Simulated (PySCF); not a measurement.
## Dipole moment and polarisability across levels of theory

Si2H6.
SMILES: `[SiH3][SiH3]`

PySCF, dipoles from the SCF density, polarisabilities from static response with core orbitals frozen. Geometry: PBE0-D3(BJ)/def2-SVP; no solvent, vibrations or thermal averaging.

Reference polarisability: 9.410 Å³ (measured, gas; NIST CCCBDB Release 22 (SRD 101), experimental polarizabilities). The anisotropy is √(½[(α1 − α2)² + (α2 − α3)² + (α3 − α1)²]).

```json
{"level": "LDA/def2-SVPD", "α (au)": "66.50", "error (%)": "+4.7", "anisotropy (au)": "20.99"}
{"level": "PBE/def2-SVPD", "α (au)": "64.50", "error (%)": "+1.6", "anisotropy (au)": "20.05"}
{"level": "B3LYP/def2-SVPD", "α (au)": "62.62", "error (%)": "-1.4", "anisotropy (au)": "18.43"}
{"level": "PBE0/def2-SVPD", "α (au)": "62.43", "error (%)": "-1.7", "anisotropy (au)": "18.35"}
{"level": "BHandHLYP/def2-SVPD", "α (au)": "60.44", "error (%)": "-4.8", "anisotropy (au)": "16.69"}
{"level": "CAM-B3LYP/def2-SVPD", "α (au)": "61.79", "error (%)": "-2.7", "anisotropy (au)": "17.37"}
{"level": "wB97X-D/def2-SVPD", "α (au)": "61.93", "error (%)": "-2.5", "anisotropy (au)": "17.58"}
{"level": "LC-wPBE/def2-SVPD", "α (au)": "60.55", "error (%)": "-4.7", "anisotropy (au)": "16.40"}
{"level": "HF/def2-SVPD", "α (au)": "57.96", "error (%)": "-8.7", "anisotropy (au)": "14.38"}
{"level": "PBE0/6-31G*", "α (au)": "49.91", "error (%)": "-21.4", "anisotropy (au)": "18.11"}
{"level": "PBE0/6-31+G*", "α (au)": "54.12", "error (%)": "-14.8", "anisotropy (au)": "16.50"}
{"level": "PBE0/def2-SVP", "α (au)": "55.04", "error (%)": "-13.3", "anisotropy (au)": "14.83"}
{"level": "PBE0/aug-cc-pVDZ", "α (au)": "63.65", "error (%)": "+0.2", "anisotropy (au)": "18.53"}
{"level": "PBE0/def2-TZVP", "α (au)": "59.75", "error (%)": "-5.9", "anisotropy (au)": "17.77"}
{"level": "PBE0/def2-TZVPD", "α (au)": "63.13", "error (%)": "-0.6", "anisotropy (au)": "18.79"}
{"level": "PBE0/aug-cc-pVTZ", "α (au)": "63.54", "error (%)": "+0.1", "anisotropy (au)": "18.79"}
```

For the polarisability, the smallest error is 0.1% (PBE0/aug-cc-pVTZ) and the largest 21.4% (PBE0/6-31G*). The dipole stays under 0.05 D at every level. In one basis (def2-SVPD) the functionals order the polarisability from HF (lowest) to LDA (highest), a spread of 15%. With PBE0 the polarisability is 54.90 au without diffuse functions (mean of 6-31G*, def2-SVP and def2-TZVP) and 61.37 au with them (mean of 6-31+G*, def2-SVPD, aug-cc-pVDZ, def2-TZVPD and aug-cc-pVTZ). Measured values can belong to vibrating molecules and may average over conformers; the computed ones are for one fixed geometry.

Without π bonds the low states are Rydberg-like; a valence basis with one diffuse set may place them up to an eV too high.
